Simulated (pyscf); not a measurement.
H₃C–Al(CH₃)–SH (SMILES [CH3][Al]([CH3])[SH]) + CH₄ (SMILES C) -> H₂S (SMILES S) + H₃C–Al(CH₃)–CH₃ (SMILES [CH3][Al]([CH3])[CH3]) (four-centre exchange; singlet surface; Al–S, C–H broken, H–S, Al–C formed). PySCF, gas phase, ωB97X-D3(BJ)/def2-SVP geometries. Energies in eV from the separated reactants.

```tsv
level	barrier	reaction energy
ωB97X-D3(BJ)/def2-TZVP	1.54	+1.46
PBE/def2-TZVP	1.38	+1.38
B3LYP-D3(BJ)/def2-TZVP	1.55	+1.40
M06-2X/def2-TZVP	(withheld)	+1.39
ωB97M-D3(BJ)/def2-TZVP	1.59	+1.36
HF/def2-TZVP	(withheld)	(withheld)
```

**Question.** Some entries are withheld; supply them.

**Answer.** 
- M06-2X/def2-TZVP, barrier: 1.57
- HF/def2-TZVP, barrier: 2.46
- HF/def2-TZVP, reaction energy: +1.44

On the product side the descent ends in an adduct with a Al–S contact, 0.62 eV under the separated species and 0.70 eV under the saddle at ωB97X-D3(BJ)/def2-TZVP. What is counted as broken (Al–S) persists as a longer contact in the product adduct; parting that adduct is a step of its own. This is the saddle that the search found; another between the same sides may lie lower.
